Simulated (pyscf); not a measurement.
Elementary routes open to H₃Si–SH + HF in the gas phase (singlet surface):
A. H₂S + F–SiH₃ (S–Si, F–H broken; H–S, F–Si formed)
B. F–SiH₂–SH + H₂ (H–Si, F–H broken; F–Si, H–H formed)

Structures and frequencies: ωB97X-D3(BJ)/def2-SVP in PySCF.

### Question
Rank the routes by free-energy barrier at 900 K, lowest first, for ωB97M-D3(BJ)/def2-TZVP energies (ideal gas, 1 atm, RRHO with modes under 100 cm⁻¹ raised to 100, one conformer, R ln 2 for chiral ones without a mode under 150 cm⁻¹).

### Answer
A (53.1 kcal/mol), B (57.2 kcal/mol)

Route A is the fastest of these, ahead of the next by 4.1 kcal/mol. The most stable products are those of B (ΔG = -28.3 kcal/mol), whose barrier is 4.1 kcal/mol higher: the kinetic and the thermodynamic product differ. At 298 K A is still the fastest. A: On the reactant side the descent ends in a complex, 5.7 kcal/mol under the separated species and 30.1 kcal/mol under the saddle at ωB97X-D3(BJ)/def2-TZVP. Only these routes are compared; each barrier is that of the saddle found, and lower ones may exist.
